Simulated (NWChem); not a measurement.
# One shape, several levels: C2H4Cl2 (1,1-dichloroethane)

We compute a comparison of 3 runs (HF/cc-pVDZ, HF/def2-SVP, B3LYP/6-31G*) of C2H4Cl2 (1,1-dichloroethane). 

The results are computed with NWChem 7.3.0.

## Step 1: The system as given

C2H4Cl2: 8 atoms, total charge 0, spin state singlet. SMILES: `CC(Cl)Cl`. The coordinates come from a PBE0-D4/def2-TZVP relaxation.

Bond lengths: C1–C2 1.504 Å, C2–Cl3 1.777 Å, C2–Cl4 1.777 Å, C1–H5 1.090 Å, C1–H6 1.091 Å, C1–H7 1.091 Å, C2–H8 1.087 Å. Some angles: C1–C2–Cl3 110.8°, C1–C2–Cl4 110.8°, Cl3–C2–Cl4 110.4°, C1–C2–H8 112.5°, Cl3–C2–H8 106.0°, Cl4–C2–H8 106.0°, C2–C1–H5 110.4°, C2–C1–H6 109.6°, C2–C1–H7 109.6°, H5–C1–H6 109.0°.

## Step 2: Energy and gradient at HF/cc-pVDZ (run 1)

File c2h4cl2.nw:

```
start c2h4cl2
title "C2H4Cl2 hf"
memory total 2200 mb
geometry units angstrom noautosym nocenter noautoz
C     0.213020    0.798120   -0.002120
C    -0.185930   -0.645420    0.131760
Cl    1.107800   -1.715690   -0.450970
Cl   -1.697540   -0.967710   -0.745710
H     0.389570    1.047800   -1.048450
H    -0.583060    1.435840    0.385990
H     1.127130    0.979860    0.565730
H    -0.370980   -0.932790    1.163760
end
basis spherical bse
* library cc-pVDZ
end
scf
thresh 1e-08
maxiter 80
end
task scf gradient
```

Started as:

```console
$ nwchem c2h4cl2.nw > c2h4cl2.out
```

Output:

```text
[...]
  functions       =    84
[...]
  wavefunction    = RHF
[...]
         Total SCF energy =   -997.074815887537
      One-electron energy =  -1792.801612522473
      Two-electron energy =    585.903923671142
 Nuclear repulsion energy =    209.822872963794
        Time for solution =     54.4s
[...]
                         RHF ENERGY GRADIENTS
    atom               coordinates                        gradient
                 x          y          z           x          y          z
   1 C       0.402549   1.508228  -0.004006   -0.001796  -0.006525   0.000467
   2 C      -0.351357  -1.219667   0.248990    0.001295   0.001621  -0.008201
   3 Cl      2.093438  -3.242184  -0.852210   -0.004432   0.004093   0.002075
   4 Cl     -3.207885  -1.828707  -1.409188    0.005373   0.001479   0.003106
   5 H       0.736181   1.980055  -1.981283    0.000083  -0.000008  -0.000801
   6 H      -1.101824   2.713344   0.729415   -0.000618   0.000483   0.000154
   7 H       2.129967   1.851667   1.069075    0.000738   0.000124   0.000299
   8 H      -0.701051  -1.762718   2.199188   -0.000643  -0.001268   0.002901
[...]
```

Run time: 65 s. Hardware: 1 thread of Intel Xeon Platinum 8223CL at 3.00GHz (Skylake/Cascade Lake), shared host; peak memory 0.1 GiB.

## Step 3: Energy and gradient at HF/def2-SVP (run 2)

File sp.nw:

```
START sp
TITLE "C2H4Cl2"
memory stack 880 mb heap 220 mb global 1100 mb
GEOMETRY noautosym nocenter noautoz
  C        0.213020       0.798120      -0.002120
  C       -0.185930      -0.645420       0.131760
  Cl       1.107800      -1.715690      -0.450970
  Cl      -1.697540      -0.967710      -0.745710
  H        0.389570       1.047800      -1.048450
  H       -0.583060       1.435840       0.385990
  H        1.127130       0.979860       0.565730
  H       -0.370980      -0.932790       1.163760
END
BASIS "ao basis" spherical bse
  * library def2-SVP
END
SCF
  thresh 1e-08
  maxiter 80
END
TASK scf gradient
```

Started as:

```console
$ nwchem sp.nw > sp.out
```

Output:

```text
[...]
  functions       =    84
[...]
  wavefunction    = RHF
[...]
         Total SCF energy =   -996.710133724032
      One-electron energy =  -1792.333120076298
      Two-electron energy =    585.800113388472
 Nuclear repulsion energy =    209.822872963794
        Time for solution =     10.9s
[...]
                         RHF ENERGY GRADIENTS
    atom               coordinates                        gradient
                 x          y          z           x          y          z
   1 C       0.402549   1.508228  -0.004006   -0.001461  -0.005668  -0.000552
   2 C      -0.351357  -1.219667   0.248990    0.001633   0.003943  -0.005524
   3 Cl      2.093438  -3.242184  -0.852210   -0.002929   0.002341   0.001205
   4 Cl     -3.207885  -1.828707  -1.409188    0.003405   0.000653   0.001871
   5 H       0.736181   1.980055  -1.981283    0.000184   0.000253  -0.001097
   6 H      -1.101824   2.713344   0.729415   -0.001026   0.000455   0.000458
   7 H       2.129967   1.851667   1.069075    0.001011  -0.000085   0.000674
   8 H      -0.701051  -1.762718   2.199188   -0.000817  -0.001893   0.002966
[...]
```

Wall time 14 s (1 thread of Intel Xeon Platinum 8223CL at 3.00GHz (Skylake/Cascade Lake), shared host); peak memory 0.1 GiB.

## Step 4: Energy and forces at B3LYP/6-31G(d) (spherical functions) (run 3)

File mol.nw:

```
start mol
memory 2200 mb

geometry units bohr noautosym nocenter noautoz
   C    0.40254946   1.50822821  -0.00400622
   C   -0.35135678  -1.21966704   0.24899031
   Cl   2.09343860  -3.24218421  -0.85220979
   Cl  -3.20788569  -1.82870687  -1.40918767
   H    0.73618061   1.98005503  -1.98128336
   H   -1.10182371   2.71334436   0.72941539
   H    2.12996701   1.85166704   1.06907476
   H   -0.70105060  -1.76271763   2.19918767
end

basis spherical bse
   C library 6-31G*
   Cl library 6-31G*
   H library 6-31G*
end

dft
   xc b3lyp
   grid xfine
   convergence energy 1e-08
   maxiter 100
   mulliken
end

task dft gradient
```

Started as:

```console
$ nwchem mol.nw > mol.out
```

Output:

```text
[...]
          Wavefunction type:  closed shell.
          No. of atoms     :     8
          No. of electrons :    50
[...]
          Charge           :     0
          Spin multiplicity:     1
[...]
          AO basis - number of functions:    72
[...]
              XC Information
              --------------
                         B3LYP Method XC Potential
                     Hartree-Fock (Exact) Exchange  0.200
                        Slater Exchange Functional  0.800 local
                    Becke 1988 Exchange Functional  0.720 non-local
              Lee-Yang-Parr Correlation Functional  0.810
                  VWN I RPA Correlation Functional  0.190 local
[...]
 d= 0,ls=0.0,diis     1   -998.9152121633 -1.21D+03  1.87D-02  7.48D-01     4.0
[...]
 d= 0,ls=0.0,diis     8   -999.0074196945 -3.48D-09  3.74D-06  9.13D-08    25.4
         Total DFT energy =     -999.007419694490
      One electron energy =    -1793.313041068343
           Coulomb energy =      653.406322659773
    Exchange-Corr. energy =      -68.923559195925
 Nuclear repulsion energy =      209.822857910005
[...]
      Total Density - Mulliken Population Analysis
     ---------------------------------------------
    Atom       Charge   Shell Charges
 -----------   ------   -------------------------------------------------------
    1 C    6     6.43   2.00  0.67  2.14  0.62  0.96  0.03
    2 C    6     6.31   2.00  0.69  1.97  0.67  0.91  0.06
    3 Cl  17    17.02   2.00  2.00  5.97  1.42  3.60  0.52  1.48  0.03
    4 Cl  17    17.02   2.00  2.00  5.97  1.42  3.60  0.52  1.48  0.03
    5 H    1     0.81   0.52  0.29
    6 H    1     0.82   0.52  0.30
    7 H    1     0.82   0.52  0.30
    8 H    1     0.77   0.53  0.24
[...]
  wavefunction    = closed shell
                         DFT ENERGY GRADIENTS
    atom               coordinates                        gradient
                 x          y          z           x          y          z
   1 C       0.402549   1.508228  -0.004006   -0.001447  -0.005471  -0.000175
   2 C      -0.351357  -1.219667   0.248990    0.000668  -0.000611  -0.007906
   3 Cl      2.093439  -3.242184  -0.852210   -0.010796   0.008301   0.003744
   4 Cl     -3.207886  -1.828707  -1.409188    0.012521   0.002084   0.006195
   5 H       0.736181   1.980055  -1.981283   -0.000472  -0.001059   0.001816
   6 H      -1.101824   2.713344   0.729415    0.001143  -0.001753  -0.000790
   7 H       2.129967   1.851667   1.069075   -0.001675  -0.000999  -0.001084
   8 H      -0.701051  -1.762718   2.199188    0.000058  -0.000491  -0.001801
[...]
```

It took 32 s on 1 thread of Intel Xeon Platinum 8223CL at 3.00GHz (Skylake/Cascade Lake), shared host; peak memory 0.14 GiB.

## Step 5: All runs side by side

```
run                               level  iteration cap  module  energy (Eh)  dipole moment (D)  HOMO energy (eV)  LUMO energy (eV)  wall time
  1                          HF/cc-pVDZ             80     scf  -997.074816               2.32            -11.88              4.33       65 s
  2                         HF/def2-SVP             80     scf  -996.710134               2.23            -11.80              4.54       14 s
  3  B3LYP/6-31G* (spherical functions)            100     dft  -999.007420               2.17             -8.25             -0.02       32 s
```

## Step 6: What came out

| quantity | value |
| --- | --- |
| run 3: total energy | -999.00742 Eh |
| run 3: dipole moment | 2.17 D |
| run 3: HOMO energy | -8.25 eV |
| run 3: LUMO energy | -0.02 eV |
| run 3: HOMO–LUMO gap | 8.23 eV |
| run 3: largest force on an atom | 0.726 eV/Å |

In words: The dipole moment (its size) runs from 2.17 D (B3LYP/6-31G*) to 2.32 D (HF/cc-pVDZ). The two ends differ in method and basis. The HOMO–LUMO gap runs from 8.23 eV (B3LYP/6-31G*) to 16.34 eV (HF/def2-SVP). All runs together took 1.9 min, the longest 65 s.
